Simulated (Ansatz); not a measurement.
2H WSe2, treated with PBE (PAW; Ansatz, a quantum-chemistry and plane-wave program).

Numerical settings: plane-wave cutoff 500 eV, 12×12×4 k mesh (along the axes of the cell as run), gaussian smearing 0.02 eV, scalar-relativistic PAW data made under PBE.

Computed at the level's own relaxed cell.

Question: Estimate the equilibrium volume per atom, lattice parameter a and c axis length that the calculation returns.

Answer: 
- equilibrium volume per atom = 24.27 Å³/atom
- lattice parameter a = 3.321 Å
- c axis length = 15.249 Å

Measured, for comparison: lattice constant a 3.282 Å, lattice parameter c 12.96 Å (300 K, no zero-point or thermal correction; as tabulated in arXiv:1605.07067). Computed (rounded) less measured: lattice constant a +1.2 %, lattice parameter c +17.7 %.

Note: the cell comes from a level without a dispersion term, which matters for the spacing of layers, chains or molecules; the cell has widely spaced layers and the level no dispersion term, so their spacing and the moduli can rest on weak binding.

Spin–orbit coupling is not included.

The result took very roughly 7 core-minutes.
